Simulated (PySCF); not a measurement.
**Relaxation of singlet BH₃**

All numbers come from PBE/[B def2-TZVP, H def2-TZVP], no relativity, density fitting, PySCF. A (50,194) grid was used.

A hand-made trigonal planar start, of D3h symmetry, held to at least that symmetry:

Coordinates in bohr (charge 0 multiplicity 1):
```
B     0.0000    0.0000    0.0000
H     2.2109    0.0000    0.0000
H    -1.1055    1.9147    0.0000
H    -1.1055   -1.9147    0.0000
```

Optimiser trace:
```csv
step,E − E(last) (kJ/mol),largest gradient (Eh/bohr)
0,3.07,0.01431
1,0.18,0.00332
2,0.00,0.00023
3,0.00,0.00000
```

It ends at D3h with B–H 1.199 Å (×3); H–B–H 120.0° (×3). A frequency run shows a minimum. Other isomers or separated fragments may lie lower.
